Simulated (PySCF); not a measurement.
Boron trihydride, BH3.
Cartesian coordinates in Å at the PBE0-D3(BJ)/def2-TZVP level; atoms count from 1:
```xyz
4
BH3 angstrom
B     -0.0087   -0.0129   -0.0284
H     -0.1788    1.1686   -0.0193
H     -0.9469   -0.7508   -0.0451
H      1.0995   -0.4555   -0.0241
```

The closed-shell ground state was solved at several levels (PySCF, density fitting, gas phase, non-relativistic). Isolated species at its PBE0-D3(BJ)/def2-TZVP geometry, gas phase. The dipole stays under 0.02 D at every level.

```
                level  basis functions  HOMO (eV)  LUMO (eV)  gap (eV)
        PBE0/pcSseg-2               78      -9.92      -1.97      7.95
  wB97X-D/aug-cc-pVTZ              115     -11.92      -0.09     11.83
CAM-B3LYP/aug-cc-pVTZ              115     -11.45      -0.95     10.50
```

Q: What might PBE0/aug-cc-pVTZ (115 basis functions) give for the same quantities?

A: HOMO -9.92 eV, LUMO -1.98 eV, gap 7.94 eV.


Compound: C3H2ClNS.
SMILES: `Clc1scnc1`

The closed-shell ground state was solved at several levels (PySCF, density fitting, gas phase, non-relativistic). Geometry: PBE0-D3(BJ)/def2-SVP; no solvent, vibrations or thermal averaging.

```
           level  basis functions  HOMO (eV)  LUMO (eV)  gap (eV)  dipole (D)
wB97X-D/pcSseg-2              258      -9.05       0.50      9.55        1.08
  PBE0/def2-SVPD              150      -7.35      -1.29      6.06        1.00
```

What might PBE0/pcSseg-1 (126 basis functions) give for the same quantities?

HOMO -7.34 eV, LUMO -1.23 eV, gap 6.11 eV, dipole 1.07 D.

Over all these levels, which gives the widest orbital gap and which the narrowest?

wB97X-D/pcSseg-2 (range-separated hybrid) has the widest, 9.55 eV, and PBE0/def2-SVPD (global hybrid, 25 % exact exchange) the narrowest, 6.06 eV. Functional and basis both differ between the two, so the spread mixes both effects.

How far do the dipole and the HOMO energy spread over the levels?

The dipole runs from 1.00 to 1.08 D (mean 1.05 D) and the HOMO from -9.05 to -7.34 eV.
